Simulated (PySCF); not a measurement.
**Magnesium: highly charged ions in a basis for the neutral atom**

Mg⁸⁺ [He] 2s2, Mg⁹⁺ [He] 2s1. All numbers are calculated (PySCF 2.14, no relativity, point nucleus, in pcseg-2). No spin-orbit coupling, so a gap to NIST mixes the basis error with missing relativistic terms.

Changed run: basis of the neutral atom used for a highly charged ion. This setting is unsound on purpose.

```json
{"species": "Mg⁸⁺", "method": "UHF", "sound run (hartree)": "not run", "changed run (hartree)": "-161.84674", "converged": "yes"}
{"species": "Mg⁸⁺", "method": "MN15", "sound run (hartree)": "not run", "changed run (hartree)": "-161.92832", "converged": "yes"}
{"species": "Mg⁸⁺", "method": "r2SCAN", "sound run (hartree)": "not run", "changed run (hartree)": "-161.90508", "converged": "yes"}
{"species": "Mg⁹⁺", "method": "UHF", "sound run (hartree)": "not run", "changed run (hartree)": "-150.00141", "converged": "yes"}
{"species": "Mg⁹⁺", "method": "MN15", "sound run (hartree)": "not run", "changed run (hartree)": "-150.02311", "converged": "yes"}
{"species": "Mg⁹⁺", "method": "r2SCAN", "sound run (hartree)": "not run", "changed run (hartree)": "-150.03666", "converged": "yes"}
```

Ionisation energy of Mg⁸⁺:

```
method  changed run (eV)  NIST (eV)
   UHF            322.33     327.99
  MN15            323.96     327.99
r2SCAN            322.96     327.99
```

The contracted functions were made for the neutral atom and can be too rigid for a highly charged ion.
